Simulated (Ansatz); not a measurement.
Cost and result for the atomization energy of C3H4F2O (`FC[C@@H]1O[C@H]1F`) (10 atoms, 10 bonds).

Cartesian coordinates in Å:
```
F -1.155 -1.580 0.995
C -0.090 -0.707 1.054
C 0.277 -0.282 -0.334
O 1.173 0.841 -0.406
C -0.113 1.004 -0.882
F -0.218 1.147 -2.217
H -0.373 0.158 1.661
H 0.750 -1.219 1.533
H 0.498 -1.078 -1.042
H -0.749 1.716 -0.362
```

The species carries charge 0 and has multiplicity 1. All single points use the PBE0-D4/def2-TZVP geometry. It is one conformer, not always the lowest. Program: Ansatz. All runs use 4 threads of an Arm Neoverse V1 on a shared host. Times are those of one run each, without the atoms' runs, and a repeat can differ threefold. Electronic energies, without spin–orbit coupling; frozen cores. CCSD(T)/CBS adds CCSD(T) − MP2 in def2-TZVPP to the MP2 limit, and its time is that of the two runs behind it. T1 = 0.012. B3LYP takes the VWN-RPA correlation (the form of Gaussian; ORCA's B3LYP/G).

CCSD(T)/CBS is a level of theory with its own doubt, some kJ/mol a heavy atom from the limit and from the frozen cores, so smaller differences don't rank the functionals.

```
                             level  functions  wall time  atomization (kJ/mol)  difference from CCSD(T)/CBS  per bond
   PBE-D4/def2-TZVPP (with forces)        242      2.4 s                4222.4                        175.5      17.6
                PBE0-D4/def2-TZVPP        242      2.6 s                4090.6                         43.7       4.4
 B3LYP-D4/def2-TZVPP (with forces)        242      4.1 s                4036.9                        -10.0      -1.0
r2SCAN-D4/def2-TZVPP (with forces)        242      4.7 s                4077.7                         30.8       3.1
                 B2PLYP/def2-TZVPP        242      5.5 s                4008.2                        -38.7      -3.9
                ωB97X-V/def2-TZVPP        242        7 s                4070.1                         23.2       2.3
  ωB97M-V/def2-TZVPP (with forces)        242       10 s                4068.4                         21.5       2.2
                    MP2/def2-QZVPP        462       32 s                4135.6                         88.7       8.9
                CCSD(T)/def2-TZVPP        242    3.8 min                3937.8                       -109.1     -10.9
                 CCSD(T)/CBS(def2)          –    4.3 min                4046.9                          0.0       0.0
```

From PBE to PBE0 (25 % exact exchange), in def2-TZVPP and without D4, the atomization energy moves by −129.2 kJ/mol: exact exchange takes away binding that semilocal exchange gives to molecules. The D4 term adds +24.5 kJ/mol with B3LYP and +12.8 kJ/mol with PBE0; it sums over pairs of atoms, weighted by their polarisabilities, and B3LYP, whose exchange is more repulsive, gets the larger term. In def2-TZVPP, CCSD(T) changes the Hartree–Fock value by +1134.2 kJ/mol (the triples alone add +78.8 kJ/mol) and MP2 by +1267.6 kJ/mol; breaking electron pairs costs correlation energy, which Hartree–Fock lacks.
